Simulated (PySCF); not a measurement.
# Working out the ionisation energy of O

O [He] 2s2 2p4 (3P) → O⁺ [He] 2s2 2p3 (4S). All numbers are calculated (PySCF 2.14, the spin-free X2C one-electron Hamiltonian (Gaussian nucleus), in jorge-DZP-DKH). Frozen: 1s2. Energies in hartree (1 hartree = 27.21139 eV):

```
            part   O (lower)  O⁺ (upper)
             UHF  -74.857166  -74.416621
CCSD correlation   -0.112885   -0.081106
             (T)   -0.001142   -0.000502
```

Question: What does Hartree-Fock give?

Answer: (-74.416621) − (-74.857166) = 0.440545 hartree = 11.988 eV.

Question: What do CCSD and CCSD(T) give?

Answer: The CCSD correlation energies differ by 0.031779 hartree = 0.865 eV and the triples by 0.000640 hartree = 0.017 eV, so CCSD gives 12.853 eV and CCSD(T) 12.870 eV.

Measured between the centres of the two terms (NIST): 13.608 eV, so CCSD(T) (valence) is off by -0.738 eV.

A double-zeta basis recovers only part of the correlation energy.

What remains against the reference includes basis incompleteness, the frozen core and higher excitations.
